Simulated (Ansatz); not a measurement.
Ansatz (a first-principles code) input (r2SCAN/6-311G**): A basis named .json is the Basis Set Exchange file of that set (core-valence sets with the plain set on hydrogen).

Ansatz 0.2 input:
```yaml
crystal:
  periodic: [false, false, false]
  atoms:
    - {symbol: O, position_ang: [0.13599357, 0.55950266, -0.34160035]}
    - {symbol: O, position_ang: [-0.15958912, -0.65619836, 0.39793467]}
    - {symbol: H, position_ang: [1.05373037, 0.81572862, -0.07966861]}
    - {symbol: H, position_ang: [-0.34774107, -1.27257644, -0.34513535]}
    - {symbol: H, position_ang: [-0.51722487, 1.23041339, -0.02587059]}
basis:
  gaussian:
    orbitals: 6-311G__.json
hamiltonian:
  xc: {name: r2SCAN}
total_charge: 1
magnetization: {spin_polarized: false}
```

Output:

```
Functional definition: r2SCAN
integrals: 0.01 GiB planned
454 factors; their error is unknown
mean field: 0.11 GiB planned
mean field evaluation 1: about -4121.3828 eV, gradient 7.5e1 eV
mean field evaluation 2: about -4115.6992 eV, gradient 9.4e1 eV
mean field evaluation 4: about -4130.3217 eV, gradient 2.9e0 eV
mean field evaluation 8: about -4130.3358 eV, gradient 1.8e-1 eV
mean field evaluation 16: about -4130.2976 eV, gradient 4.9e-6 eV
mean field -4130.29763757 eV, -151.7856385645 hartree, gradient 5.0e-6 eV, S^2 0.000000; 0 other end points of the search recorded, 0 dependent functions left out
reference -4130.29764234 eV, -151.7856387395 hartree; 9, 9 occupied and 45, 45 virtual orbitals, 454 factors
Total energy: -4130.29764234 eV, -151.7856387395 hartree
```
